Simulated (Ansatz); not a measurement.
# PH+ (doublet): B97M-V, PBE0 over a scan of the distance P1–H2, cc-pVTZ

How well do these functionals follow the top wave-function level for PH+ (doublet) over a scan of the distance P1–H2?

The runs use Ansatz 0.2.0, Gaussian basis; cc-pVTZ, all electrons in the functionals.

The runs, in order: B97M-V, PBE0, at 1.122 Å; 1.304 Å; 1.434 Å; 1.539 Å; 1.779 Å; 1.955 Å; 2.318 Å; 2.705 Å; 3.148 Å; 3.781 Å; 4.854 Å.

27 further runs of the same task are left out: 1 for a known fault of the program, 20 that didn't finish, 6 set aside as unsound or not needed.

## (1) What is computed

The geometry derives from a PBE0/def2-TZVP stationary point (not a proven minimum). One bond is set to the value named and the two fragments are kept rigid.

2 atoms, charge 1, spin multiplicity 2.

Atoms are counted from 1 here; the program's logs count them from 0.

Bond lengths: P1–H2 1.434 Å.

No dispersion term is added; B97M-V holds VV10 nonlocal correlation.

The geometry shown and the zero of energy belong to the point 1.434 Å. The yardstick, FCI, and other wave-function levels (R restricted, U unrestricted, valence and pair active spaces) come from earlier runs.

## (2) B97M-V, 1.122 Å

Input file in.yaml:

```yaml
crystal:
  periodic: [false, false, false]
  atoms:
    - {symbol: P, position_ang: [0.000000, 0.000000, 0.000000]}
    - {symbol: H, position_ang: [0.000000, 0.000000, 1.122000]}
basis:
  gaussian: {orbitals: cc-pVTZ}
total_charge: 1
magnetization: {spin_polarized: true, initial_magnetization: 1}
hamiltonian: {xc: {name: B97M-V}}
```

Run with:

```console
> ansatz run in.yaml --threads 1 --pin off --events-out ev --progress --plain --max-ram 2393MiB
```

The runs that follow: B97M-V, 1.304 Å; B97M-V, 1.434 Å; B97M-V, 1.539 Å; B97M-V, 1.779 Å; B97M-V, 1.955 Å; B97M-V, 2.318 Å; B97M-V, 2.705 Å; B97M-V, 3.148 Å; B97M-V, 3.781 Å; B97M-V, 4.854 Å; PBE0, 1.122 Å; PBE0, 1.304 Å; PBE0, 1.434 Å; PBE0, 1.539 Å; PBE0, 1.779 Å; PBE0, 1.955 Å; PBE0, 2.318 Å; PBE0, 2.705 Å; PBE0, 3.148 Å; PBE0, 3.781 Å; PBE0, 4.854 Å.

Q: Predict the results of all the runs planned. Wanted: span of the FCI curve; largest miss, B97M-V; largest miss, PBE0.

The runs gave:

| quantity | value |
| --- | --- |
| span of the FCI curve | 78.2 kcal/mol |
| largest miss, B97M-V | -2.3 kcal/mol (4.854 Å) |
| largest miss, PBE0 | -3.3 kcal/mol (3.148 Å) |

**Reading.** Of the functionals, B97M-V keep the smallest largest miss at the points compared (at most 2.3 kcal/mol) and PBE0 strays most (3.3 kcal/mol, at 3.148 Å). B97M-V, PBE0 clearly break the spin symmetry at some points (⟨S²⟩ up to 1.01 above the pure value), so energy there is bought with a mixed spin. Functionals and the yardstick converge differently with the basis, so part of each miss in cc-pVTZ is the basis.
